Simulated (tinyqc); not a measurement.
Orbital energy against energy difference: ionisation energy by orbital energies and by energy differences in the 6-31g* basis, for HF, spin multiplicity 1. Computed by the program tinyqc with PySCF. The cation is unrestricted; errors are against CCSD(T) in this basis, not against experiment.

Geometry (angstrom):
```
atom       x       y       z
F     0.0000  0.0000  0.0000
H     0.0000  0.0000  0.8720
```

CCSD(T) difference in the same basis = 15.6581 eV

IP-EOM-CCSD = 15.3460 eV

First vertical ionisation energy (eV):
```
method     -e(HOMO)  E(cation) - E  error of -e(HOMO)  error of the difference
HF          17.2350      14.375385             1.5769                  -1.2827
LDA          8.4129      16.314512            -7.2452                   0.6564
PBE          8.2976      15.901994            -7.3605                   0.2439
B3LYP       10.3696      15.965868            -5.2885                   0.3078
PBE0        10.8210      15.846058            -4.8371                   0.1880
CAM-B3LYP   12.3228      15.956473            -3.3353                   0.2984
LC-wPBE     13.6642      16.023530            -1.9939                   0.3654
```

What does the comparison show, and why?

Koopmans errs by +1.58 eV and Delta-HF by -1.28 eV: relaxation, 2.86 eV, lowers the value and the missing correlation difference works against it. The PBE level is off by -7.4 eV through the wrong tail of its potential, though its energy difference is off by +0.24 eV; exact exchange deepens the level, and among the orbital energies HF comes closest; among the differences PBE0 does.
